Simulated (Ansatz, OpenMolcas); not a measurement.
# Worked example: vertical ionisation energy of CH3NO (formamide)

CH3NO: 6 atoms, total charge 0, spin state singlet. As SMILES, `NC=O`. Geometry: relaxed at PBE0-D4/def2-TZVP. This is one conformer, not always the lowest.

Both states at this one shape; open shells run unrestricted unless said. 1 Eh = 27.2114 eV.

```
                                     level     program  singlet CH3NO (Eh)  doublet CH3NO+ (Eh)
                             PBE/def2-TZVP      Ansatz         -169.776836          -169.402365
                           M06-L/def2-TZVP  OpenMolcas         -169.940629          -169.570730
RPA@PBE0/def2-TZVP, 3 core orbitals frozen      Ansatz         -169.834841          -169.454198
     MP2/def2-TZVP, 3 core orbitals frozen      Ansatz         -169.600699          -169.210056
```

Task: Work out the vertical ionisation energy at each level.

Result: 
1. PBE/def2-TZVP: -169.402365 − (-169.776836) = 0.374471 Eh = 10.19 eV.
2. M06-L/def2-TZVP: -169.570730 − (-169.940629) = 0.369899 Eh = 10.07 eV.
3. RPA@PBE0/def2-TZVP: -169.454198 − (-169.834841) = 0.380643 Eh = 10.36 eV.
4. MP2/def2-TZVP: -169.210056 − (-169.600699) = 0.390643 Eh = 10.63 eV.

No measured value is set beside it here; the levels span 10.07 to 10.63 eV.
